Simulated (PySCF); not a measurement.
Stepwise substitution at one centre (Si H-F). Isolated molecules, 0 K electronic values unless said otherwise. Strings in code marks are SMILES.

Computed with B3LYP-D3(BJ)/def2-TZVP (PySCF). B3LYP has the VWN-RPA correlation part, as in Gaussian. Excitations are Tamm–Dancoff values on a coarser integration grid. The basis has no diffuse functions, so Rydberg states are missing or too high.

| species | S1–T1 gap (TDA) (eV) | brightest of the four lowest singlets (TDA) (eV) | S1 oscillator strength | T1 excitation (TDA) (eV) |
|---|---|---|---|---|
| 0 of 4 H replaced by F (`[SiH4]`) | – | – | – | – |
| 1 of 4 H replaced by F (`F[SiH3]`) | 0.51 | – | 0.004 | 7.42 |
| 2 of 4 H replaced by F | 0.54 | 10.70 | ___ | 7.91 |
| 3 of 4 H replaced by F (`F[SiH](F)F`) | ___ | 11.17 | 0.096 | 9.72 |
| 4 of 4 H replaced by F | – | 12.30 | ___ | – |

### Question
What belongs in the gaps?

### Answer

- 2 of 4 H replaced by F, S1 oscillator strength: 0.000
- 3 of 4 H replaced by F (`F[SiH](F)F`), S1–T1 gap (TDA) (eV): 0.95
- 4 of 4 H replaced by F, S1 oscillator strength: 0.000
